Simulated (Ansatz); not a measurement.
C4H7FS can be A, `C/C=C(\F)SC`, or B, `CC(C)(F)C=S`.

Isolated molecules relaxed with PBE0-D4/def2-TZVP in Ansatz; ΔE leaves out vibrations. CCSD(T)/CBS adds triple-zeta CCSD(T) − MP2 to the extrapolated MP2 energy (def2 sets, frozen cores). Functionals use def2-TZVPP. B3LYP here is the variant with VWN-RPA as its local correlation; programs differ in this. One conformer a species, not always the lowest.

Problem. Which is lower in electronic energy at CCSD(T)/CBS, and by how much? (Estimate.)

Solution. Computed: B, by 4.2 kcal/mol.

Problem. Give E(B) − E(A) in kcal/mol with CCSD(T)/def2-TZVPP, r2SCAN-D4, MP2/def2-TZVPP, PBE-D4, B3LYP, ωB97M-V, B3LYP-D4. (An estimate is asked.)

Solution. Ansatz gave: CCSD(T)/def2-TZVPP -5.1, r2SCAN-D4 -1.1, MP2/def2-TZVPP -5.2, PBE-D4 0.6, B3LYP -0.2, ωB97M-V -2.5, B3LYP-D4 -1.1. The order is the other way round with PBE-D4.

Largest T1 diagnostic: 0.013.

From PBE to PBE0 (25 % exact exchange), in def2-TZVPP and without D4, E(B) − E(A) moves by −1.1 kcal/mol. The D4 term adds −0.8 kcal/mol with B3LYP and −0.5 kcal/mol with PBE0; it sums over pairs of atoms, weighted by their polarisabilities, and B3LYP, whose exchange is more repulsive, gets the larger term.
